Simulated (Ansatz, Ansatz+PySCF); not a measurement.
```json
{"atom": "C", "x (Å)": "1.1998", "y (Å)": "-0.0047", "z (Å)": "0.0086"}
{"atom": "C", "x (Å)": "0.3663", "y (Å)": "1.1503", "z (Å)": "0.0042"}
{"atom": "C", "x (Å)": "-0.9645", "y (Å)": "0.7033", "z (Å)": "-0.0057"}
{"atom": "C", "x (Å)": "-0.9816", "y (Å)": "-0.7059", "z (Å)": "0.0032"}
{"atom": "C", "x (Å)": "0.3678", "y (Å)": "-1.1334", "z (Å)": "0.0001"}
{"atom": "H", "x (Å)": "2.2942", "y (Å)": "-0.0065", "z (Å)": "-0.0069"}
{"atom": "H", "x (Å)": "0.7153", "y (Å)": "2.1834", "z (Å)": "-0.0083"}
{"atom": "H", "x (Å)": "-1.8672", "y (Å)": "1.3529", "z (Å)": "-0.0044"}
{"atom": "H", "x (Å)": "-1.8617", "y (Å)": "-1.3572", "z (Å)": "0.0067"}
{"atom": "H", "x (Å)": "0.7113", "y (Å)": "-2.1771", "z (Å)": "0.0061"}
```

RHF on singlet C5H5(-) was run in several spherical basis sets with Ansatz (development build ahead of 0.2.0). Caution: no diffuse functions for an anion.

(1) Rank the basis sets by the total energy that they give, lowest first, with the distance from the lowest.
A. cc-pVDZ
B. def2-TZVP
C. 6-31G(d)
D. STO-3G
E. def2-SVP

## Answers

(1) B (0.00 eV), A (1.62 eV), C (2.37 eV), E (5.77 eV), D (69.04 eV).

Totals follow the description of the cores as much as that of the bonds, so this order isn't one of quality for chemistry.
